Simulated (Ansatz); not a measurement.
Basis-set series for `NC1=C(O)C1`. The species carries charge 0 and has multiplicity 1. The structure was optimised at the PBE0-D4/def2-TZVP level. It is one conformer, not always the lowest.

```json
{"functional": "PBE0-D4", "basis": "def2-TZVPP", "functions": "225", "energy (Eh)": "-247.02707", "HOMO (eV)": "-5.40", "LUMO (eV)": "0.84"}
{"functional": "PBE0-D4", "basis": "def2-QZVPP", "functions": "435", "energy (Eh)": "-247.04119", "HOMO (eV)": "-5.45", "LUMO (eV)": "0.38"}
{"functional": "ωB97M-V", "basis": "def2-TZVPP", "functions": "225", "energy (Eh)": "-247.20849", "HOMO (eV)": "-7.57", "LUMO (eV)": "2.25"}
{"functional": "ωB97M-V", "basis": "def2-QZVPP", "functions": "435", "energy (Eh)": "-247.22182", "HOMO (eV)": "-7.63", "LUMO (eV)": "1.52"}
```

Task: Give the rows for def2-SVP. (An estimate is asked.)

Result: Computed: 
| functional | basis | functions | energy (Eh) | HOMO (eV) | LUMO (eV) |
| --- | --- | --- | --- | --- | --- |
| PBE0-D4 | def2-SVP | 95 | -246.74579 | -5.22 | 1.64 |
| ωB97M-V | def2-SVP | 95 | -246.91721 | -7.37 | 3.29 |

Positive LUMOs are unbound and depend on the basis.
